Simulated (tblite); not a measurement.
Run record: molecular-dynamics run, `OCC1=CCC1`.

Computed with GFN2-xTB (tblite), gas phase: Langevin dynamics at 300 K from the optimised GFN2-xTB geometry, time step 0.5 fs, friction 0.01 fs⁻¹, 2000 steps. A driver script takes a list of jobs; this job's settings line and coordinates (Å) are shown. «temperature» is in K, «steps» counts time steps and «every» is the stride of the printed frames; «frames» go on to single points.

Command:
```bash
OMP_NUM_THREADS=1 python probes_run.py task.json out
```

Input:
```
{"job": {"kind": "md", "xc": "GFN2-xTB", "basis": "xTB", "temperature": 300, "steps": 2000, "every": 50, "frames": 5}, "charge": 0, "multiplicity": 1}
O      2.468908     0.565314     0.718187
C      1.678371     0.200968    -0.388389
C      0.245087    -0.015821    -0.052875
C     -0.502913     0.082456     1.046767
C     -1.776061    -0.311269     0.349449
C     -0.910541    -0.424705    -0.931927
H      2.013042     1.263627     1.200629
H      1.751023     0.964816    -1.183180
H      2.115810    -0.723989    -0.780281
H     -0.310028     0.331636     2.074564
H     -2.220638    -1.246695     0.685118
H     -2.545138     0.459064     0.313195
H     -1.165528     0.280486    -1.721237
H     -0.842071    -1.426359    -1.352186
```

Output:
```
t/fs     T/K      E/eV
    0.0   232.4   -511.23125
   25.0   192.4   -510.88581
   50.0   283.8   -510.92109
   75.0   277.9   -510.77311
  100.0   293.5   -510.71359
  125.0   311.9   -510.92410
  150.0   265.7   -510.83076
  175.0   276.8   -510.66418
  200.0   410.6   -510.77013
  225.0   277.4   -510.48632
  250.0   340.5   -510.60720
  275.0   319.3   -510.60837
  300.0   259.9   -510.76579
  325.0   306.2   -510.97419
  350.0   228.6   -510.79788
  375.0   245.6   -510.85911
  400.0   209.3   -510.75971
  425.0   181.6   -510.75622
  450.0   220.6   -510.87650
  475.0   252.2   -510.94897
  500.0   244.5   -510.83573
  525.0   255.6   -510.71319
  550.0   251.0   -510.80293
  575.0   284.7   -510.88383
  600.0   267.7   -510.79652
  625.0   263.5   -510.81775
  650.0   315.9   -510.75766
  675.0   376.5   -510.88424
  700.0   305.5   -510.80857
  725.0   312.2   -510.81943
  750.0   214.4   -510.56004
  775.0   247.2   -510.74800
  800.0   261.7   -510.76771
  825.0   345.2   -510.83919
  850.0   249.8   -510.82274
  875.0   331.7   -510.77271
  900.0   322.3   -510.74847
  925.0   223.6   -510.60887
  950.0   277.8   -510.73753
  975.0   278.9   -510.74900
 1000.0   373.4   -510.85420
```

E is the potential energy; T comes from the kinetic energy over all 3N coordinates.

Q: Sum up the printed frames.

A: 41 frames over 1000 fs. T runs from 182 K (425 fs) to 411 K (200 fs), with a mean of 278 K over all frames and 286 K from 500 fs on. E starts at -511.231 eV, peaks 0.745 eV above that at 225 fs, and averages 0.454 eV above it from 500 fs on.

Q: Give the last frame.

A: 1.21 Å rms from the start after alignment:
```
atom  x, y, z in Å  |  force x, y, z in eV/Å
O1      2.355   -0.971   -0.783    0.320   0.019   0.998
C2      1.841   -0.158    0.261    0.615   1.672  -0.385
C3      0.463   -0.477    0.721   -0.038   0.483  -0.168
C4     -0.063   -0.863    1.875    0.035  -1.473   2.080
C5     -1.488   -0.859    1.394   -0.125   1.604   0.877
C6     -0.904   -0.358    0.064    0.268  -0.540  -1.744
H7      1.719   -0.999   -1.486   -0.513   0.013  -0.502
H8      2.540   -0.185    1.117   -0.165  -0.453  -0.334
H9      1.921    0.953   -0.093   -0.469  -1.265   0.344
H10     0.278   -1.252    2.893   -0.128   0.795  -1.646
H11    -2.004   -1.811    1.402   -0.085   0.024  -0.107
H12    -2.077   -0.071    1.937    0.185  -0.794  -0.500
H13    -1.178    0.649   -0.360    0.095  -1.025   0.611
H14    -1.031   -1.151   -0.732    0.006   0.940   0.473
```

Q: How long does this job take on one thread of an AMD EPYC 9R14, shared host with 64 logical CPUs at a one-minute load of 13? And the peak memory of the process?

A: About 6.2 s, with 0.18 GiB resident at the peak, the Python interpreter and its libraries included.
